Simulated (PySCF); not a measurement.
# Computed NMR parameters against published values

Geometry:
| atom | x (Å) | y (Å) | z (Å) |
| --- | --- | --- | --- |
| C1 | 0.353 | 1.305 | -0.047 |
| C2 | 1.297 | 0.382 | -0.032 |
| C3 | 0.731 | -1.006 | -0.051 |
| C4 | -0.772 | -0.786 | 0.198 |
| C5 | -1.022 | 0.707 | -0.080 |
| H6 | 0.502 | 2.371 | -0.061 |
| H7 | 2.360 | 0.555 | -0.031 |
| H8 | 0.914 | -1.470 | -1.025 |
| H9 | 1.185 | -1.645 | 0.707 |
| H10 | -1.389 | -1.427 | -0.429 |
| H11 | -1.006 | -1.008 | 1.239 |
| H12 | -1.686 | 1.160 | 0.657 |
| H13 | -1.471 | 0.863 | -1.065 |

The experiment to reproduce: δ 1H H6/H7 5.74; H8/H9/H12/H13 2.31; H10/H11 1.82 ppm (measured; solution, not stated in the table (CDCl3 in this author's series); The use of chemical shift calculations in the conformational analysis of substituted benzenes, New J. Chem. 2019 (ESI)).

Method: geometry from GFN2-xTB, PBE0/pcSseg-1 with gauge-including orbitals, in PySCF 2.14.0 with density-fitted response routines (non-relativistic Hamiltonian, fast rotation and ring inversion assumed for equivalent nuclei, no solvent, a single conformation).

Task: How close does the calculation come?

Result: 
Reference values: measured (solution, not stated in the table (CDCl3 in this author's series); The use of chemical shift calculations in the conformational analysis of substituted benzenes, New J. Chem. 2019 (ESI)).
```
        atoms  quantity  reference  computed  computed, scaled
        H6/H7      δ 1H       5.74      5.93              5.68
H8/H9/H12/H13      δ 1H       2.31      2.52              2.46
      H10/H11      δ 1H       1.82      1.89              1.87
```

Computed shifts are σ(ref) − σ with the named reference compound (TMS for H and C) calculated as an isolated molecule at the same level. The measured values may be among those fitted. Scaled to experiment by linear calibration (H and C: mostly CDCl3 data, vs TMS): 1H (scatter 0.17 ppm rms, 0.18 ppm with the 4 outliers that the fit left out). A few per cent of atoms miss by over 2 rms, more outside the fitted compound classes.

Task: How far are the unscaled 1H shifts from the references?

Result: Mean signed difference +0.16 ppm, mean absolute 0.16 ppm over 3 comparisons; the largest is +0.21 ppm at H8/H9/H12/H13 (hydrogen on an allylic sp3 CH2).
